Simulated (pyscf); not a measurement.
`[CH2][SnH3]` [doublet] + `[OH2]` -> `[OH][CH2][SnH3]` + `[H]` [doublet], a substitution at O (doublet surface; H–O broken, C–O formed). Structures and frequencies: ωB97X-D3(BJ)/def2-SVP in PySCF. Energies in eV from the separated reactants.

Small-basis levels: PySCF, no dispersion term, spherical d functions. AM1 to PM7: differences of heats of formation from MOPAC, which are fitted to 298 K values and so differ in kind from electronic energies by zero-point and thermal terms. GFN2-xTB: tblite. Open shells are spin-unrestricted. 

| level | barrier | reaction energy |
|---|---|---|
| PBE/6-31G*+LANL2DZ | 1.55 | +0.91 |
| B3LYP/LANL2DZ | 1.92 | +1.51 |
| M06-2X/6-31G*+LANL2DZ | 2.06 | +0.99 |
| B3LYP/6-311+G**+LANL2DZ | 2.14 | +1.55 |
| GFN2-xTB | 1.44 | -0.05 |
| AM1 | 2.28 | +1.83 |
| PM3 | 2.09 | +1.37 |
| PM6 | 1.14 | +1.28 |
| PM7 | 1.72 | +1.75 |
| ωB97M-D3(BJ)/def2-TZVP | 2.23 | +1.30 |

Against the last row the barrier runs from -1.09 (PM6) to +0.05 eV (AM1). At PM6, PM7 this geometry lies under one side, so the entry may be no barrier of that level: it is a single point on another level's saddle. ωB97M-D3(BJ)/def2-TZVP has limits of its own. On the reactant side the descent ends in a complex (not fully relaxed), 0.18 eV under the separated species and 2.47 eV under the saddle at ωB97X-D3(BJ)/def2-TZVP. •H₂C–SnH₃ lies 1.33 eV over its isomer H₃C–SnH₂• (electronic energy, ωB97M-D3(BJ)/def2-TZVP). HO–CH₂–SnH₃ lies 1.38 eV over its isomer H₃C–SnH₂–OH (electronic energy, ωB97M-D3(BJ)/def2-TZVP). This is the saddle that the search found; another between the same sides may lie lower. The angle at the attacked O is 153°. In the def2 sets elements past Kr carry core potentials, without spin-orbit coupling.
